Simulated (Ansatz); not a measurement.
A nudged elastic band was laid between two geometries of C3H7NS (12 atoms, charge 0, multiplicity 1).

Theory: RKS PBE-D4/6-31G* (Ansatz).

- movable images: 8
- climbing image: no
- spring: 5.0 eV/Å²
- optimiser: quadratic models (default)
- start path: through a guess of the saddle point
- force threshold: 0.05 eV/Å
- iteration limit: 39
- end points: relaxed

Image 0:

```xyz
12
Properties=species:S:1:pos:R:3
N -0.503 1.228 2.034
C -0.588 0.642 0.775
C 0.441 0.177 0.029
C 0.237 -0.569 -1.246
S 0.588 -2.388 -0.973
H 0.432 1.539 2.301
H -1.206 1.938 2.234
H -1.620 0.508 0.423
H 1.473 0.287 0.386
H 0.922 -0.220 -2.037
H -0.800 -0.458 -1.606
H 0.700 -2.739 -2.286
```

Image 9:

```xyz
12
Properties=species:S:1:pos:R:3
N -0.470 1.557 1.834
C -0.575 0.743 0.709
C 0.447 0.197 0.010
C 0.238 -0.575 -1.248
S 0.566 -2.388 -0.920
H 0.428 1.504 2.318
H -1.249 1.488 2.489
H -1.605 0.626 0.348
H 1.478 0.291 0.376
H 0.931 -0.257 -2.046
H -0.795 -0.459 -1.616
H 0.685 -2.781 -2.221
```

Problem. What changes between the two ends?

Solution. No bond is made or broken. The height of N1 over the plane of its neighbours goes from 0.28 to -0.29 Å.

Problem. What energy profile does the band end with?

Solution. It converged. The highest image is number 4 of 0 to 9, 0.044 eV above the first end and 0.051 eV above the last; the last end lies 0.007 eV below the first. No image climbed, so the highest image needn't sit at the top of the path.

```
image  path coordinate (Å)  energy (eV)  height of N1 over the plane of its neighbours (Å)
    0                 0.00        0.000                                               0.28
    1                 0.09        0.003                                               0.26
    2                 0.19        0.015                                               0.19
    3                 0.28        0.034                                               0.10
    4                 0.38        0.044                                               0.00
    5                 0.47        0.034                                              -0.10
    6                 0.56        0.014                                              -0.19
    7                 0.66       -0.001                                              -0.25
    8                 0.75       -0.006                                              -0.28
    9                 0.84       -0.007                                              -0.29
```

Problem. What is the geometry of the highest image?

Solution. 
```xyz
12
Properties=species:S:1:pos:R:3
N -0.471 1.388 1.922
C -0.566 0.692 0.741
C 0.457 0.173 0.018
C 0.234 -0.581 -1.247
S 0.580 -2.405 -0.971
H 0.429 1.551 2.362
H -1.288 1.766 2.383
H -1.598 0.577 0.383
H 1.491 0.263 0.376
H 0.909 -0.247 -2.055
H -0.807 -0.469 -1.595
H 0.706 -2.763 -2.282
```

Time of the run: 5.7 min on 1 thread of Intel(R) Xeon(R) Processor @ 2.50GHz (Skylake/Cascade Lake) (shared host), peak memory 0.2 GiB.
